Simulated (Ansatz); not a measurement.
Ansatz (an electronic-structure program) input (CCSD(T)/aug-cc-pV(D+d)Z):
A basis named .json is the Basis Set Exchange file of that set.

Ansatz 0.2 input:
```yaml
crystal:
  periodic: [false, false, false]
  atoms:
    - {symbol: B, position_ang: [-0.00000000, 0.00000000, -0.00000000]}
    - {symbol: Cl, position_ang: [1.65385888, -0.25807139, -0.42648403]}
    - {symbol: Cl, position_ang: [-0.63004790, -0.67179838, 1.46132312]}
    - {symbol: Cl, position_ang: [-1.02381098, 0.92986978, -1.03483909]}
basis:
  gaussian:
    orbitals: aug-cc-pV_D+d_Z.json
total_charge: 1
magnetization: {spin_polarized: true, initial_magnetization: 1}
correlation: {method: ccsd_t, electrons: outside_noble_gas}
output: {forces: true}
```

Output:

```
Functional definition: HF
integrals: 0.34 GiB planned
1130 factors; integrals over basis functions are off by at most 4.8e-4 eV
mean field: 0.73 GiB planned
mean field evaluation 1: about -38174.0606 eV, gradient 1.1e1 eV
mean field evaluation 2: about -38174.0724 eV, gradient 1.1e1 eV
mean field evaluation 4: about -38174.9500 eV, gradient 1.7e0 eV
mean field evaluation 8: about -38174.9749 eV, gradient 4.1e-2 eV
mean field evaluation 16: about -38175.2366 eV, gradient 1.5e0 eV
mean field evaluation 32: about -38174.9749 eV, gradient 4.0e-2 eV
mean field evaluation 64: about -38175.0910 eV, gradient 2.1e-6 eV
mean field evaluation 96: about -38175.3809 eV, gradient 3.8e-1 eV
mean field evaluation 128: about -38175.3804 eV, gradient 1.7e-1 eV
mean field evaluation 160: about -38175.3883 eV, gradient 1.0e-3 eV
mean field evaluation 192: about -38174.6807 eV, gradient 9.2e-2 eV
mean field evaluation 224: about -38174.8987 eV, gradient 1.6e-1 eV
mean field evaluation 256: about -38174.2046 eV, gradient 7.5e0 eV
mean field evaluation 288: about -38174.0676 eV, gradient 2.4e-3 eV
mean field evaluation 320: about -38169.9803 eV, gradient 2.7e-1 eV
mean field evaluation 352: about -38168.3777 eV, gradient 7.4e-2 eV
mean field evaluation 384: about -38174.3898 eV, gradient 5.5e0 eV
mean field evaluation 416: about -38174.0102 eV, gradient 5.9e-4 eV
mean field evaluation 448: about -38172.0685 eV, gradient 6.6e-5 eV
mean field evaluation 480: about -38174.0674 eV, gradient 9.9e-2 eV
mean field evaluation 512: about -38171.7079 eV, gradient 7.9e0 eV
mean field evaluation 544: about -38174.4481 eV, gradient 3.5e0 eV
mean field evaluation 576: about -38173.6087 eV, gradient 1.8e0 eV
mean field evaluation 608: about -38175.0909 eV, gradient 2.9e-2 eV
mean field evaluation 640: about -38174.0676 eV, gradient 1.2e-2 eV
mean field evaluation 672: about -38169.9848 eV, gradient 1.9e-2 eV
mean field evaluation 704: about -38169.1927 eV, gradient 5.0e0 eV
mean field evaluation 736: about -38175.1911 eV, gradient 2.8e0 eV
mean field evaluation 768: about -38173.8945 eV, gradient 4.2e0 eV
mean field evaluation 800: about -38174.0676 eV, gradient 5.4e-4 eV
mean field evaluation 832: about -38171.3849 eV, gradient 8.9e0 eV
mean field evaluation 864: about -38174.8858 eV, gradient 5.4e-1 eV
mean field evaluation 896: about -38175.3876 eV, gradient 1.3e-1 eV
mean field -38175.38825190 eV, -1402.9196420499 hartree, gradient 2.1e-6 eV, S^2 0.761642; 22 other end points of the search recorded, 0 dependent functions left out
determinant -38175.38825190 eV, -1402.9196420499 hartree, with singles and doubles -38190.25427928 eV, -1403.4659584796 hartree
determinant -38175.09103701 eV, -1402.9087196040 hartree, with singles and doubles -38190.35511892 eV, -1403.4696642679 hartree
determinant -38174.97497093 eV, -1402.9044542543 hartree, with singles and doubles -38190.45067718 eV, -1403.4731759691 hartree
determinant -38174.89947562 eV, -1402.9016798527 hartree, with singles and doubles -38189.77231078 eV, -1403.4482464639 hartree
determinant -38174.68082800 eV, -1402.8936447008 hartree, with singles and doubles -38189.78945727 eV, -1403.4488765856 hartree
determinant -38174.06761646 eV, -1402.8711095924 hartree, with singles and doubles -38189.47929365 eV, -1403.4374782827 hartree
determinant -38174.01020033 eV, -1402.8689995888 hartree, with singles and doubles -38189.47522165 eV, -1403.4373286395 hartree
determinant -38172.06849321 eV, -1402.7976431680 hartree, with singles and doubles -38187.62685743 eV, -1403.3694025075 hartree
determinant -38175.38825190 eV, -1402.9196420499 hartree, with singles and doubles -38190.28191822 eV, -1403.4669741916 hartree
determinant -38175.09103701 eV, -1402.9087196040 hartree, with singles and doubles -38190.37847819 eV, -1403.4705227052 hartree
determinant -38175.38825190 eV, -1402.9196420499 hartree, with singles and doubles -38190.41256609 eV, -1403.4717754126 hartree
determinant -38175.09103701 eV, -1402.9087196040 hartree, with singles and doubles -38190.43580254 eV, -1403.4726293362 hartree
determinant -38174.97497093 eV, -1402.9044542543 hartree, with singles and doubles -38190.45079813 eV, -1403.4731804140 hartree
mean field evaluation 928: about -38174.9750 eV, gradient 8.5e-6 eV
16 core orbitals not correlated
reference -38174.97497093 eV, -1402.9044542543 hartree; 12, 11 occupied and 91, 92 virtual orbitals, 1130 factors
densities: 1.80 GiB planned
second order -14.52209538 eV of doubles, -0.00000000 eV of singles
coupled cluster: 1.17 GiB planned
coupled cluster: 1.80 GiB planned
cycle   1  -14.97969718 eV  change    -1.2e0 eV  update   9.2e-2
cycle   2  -15.41146612 eV  change   -4.3e-1 eV  update   3.0e-2
cycle   3  -15.48337968 eV  change   -7.2e-2 eV  update   1.4e-2
cycle   4  -15.47817726 eV  change    5.2e-3 eV  update   4.7e-3
cycle   5  -15.47570614 eV  change    2.5e-3 eV  update   1.4e-3
cycle   6  -15.47572213 eV  change   -1.6e-5 eV  update   3.2e-4
cycle   7  -15.47582136 eV  change   -9.9e-5 eV  update   1.1e-4
cycle   8  -15.47583020 eV  change   -8.8e-6 eV  update   3.3e-5
cycle   9  -15.47582399 eV  change    6.2e-6 eV  update   1.1e-5
cycle  10  -15.47582716 eV  change   -3.2e-6 eV  update   4.3e-6
cycle  11  -15.47582791 eV  change   -7.5e-7 eV  update   1.6e-6
cycle  12  -15.47582682 eV  change    1.1e-6 eV  update   5.3e-7
perturbative correction -0.70293424 eV, -0.0258323568 hartree
WARN: these amplitudes may be one of several solutions (largest doubles amplitude 0.05, level shift 1.77 eV)
the calculation of the forces begins
densities: 1.55 GiB planned
Total energy: -38191.15373199 eV, -1403.4990127568 hartree
Atom 0 at    -0.000000     0.000000    -0.000000 Å, force    -0.000000     0.000000     0.000000 eV/Å
Atom 1 at     1.653859    -0.258071    -0.426484 Å, force     0.326540    -0.050954    -0.084206 eV/Å
Atom 2 at    -0.630048    -0.671798     1.461323 Å, force    -0.124397    -0.132641     0.288525 eV/Å
Atom 3 at    -1.023811     0.929870    -1.034839 Å, force    -0.202142     0.183594    -0.204320 eV/Å
Dipole moment:     0.000000    -0.000000    -0.000000 e Å
```

The program attaches cautions to this result: other roots.
